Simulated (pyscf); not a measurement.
PySCF, gas phase, ωB97X-D3(BJ)/def2-SVP geometries. Correlated levels are frozen-core, on RHF or UHF. ΔMP2 is the change of the MP2 total energy from the triple- to the quadruple-zeta basis.

SMILES: CC
```xyz
8

C      0.2737    -0.4994     0.7580
C     -1.1846    -0.9475     0.6921
H      0.8209    -1.0248     1.5576
H      0.8002    -0.7002    -0.1891
H      0.3545     0.5813     0.9579
H     -1.2654    -2.0284     0.4927
H     -1.7316    -0.4226    -0.1078
H     -1.7112    -0.7463     1.6391
```

### Question
List the bond dissociation enthalpies at 298 K of H₃C–CH₃ from CCSD(T)/def2-TZVPP + ΔMP2(QZVPP), from the weakest bond up.

### Answer
C–C to CH₃• + CH₃•: 3.87 eV; C–H to •H₂C–CH₃ + H•: 4.37 eV. Ring and multiple bonds, and those that leave no two simple radicals, are not listed. Other isomers of •H₂C–CH₃ were not searched in full and may lie lower. The CCSD(T) − MP2 part came from Ansatz, without density fitting, on the same reference.
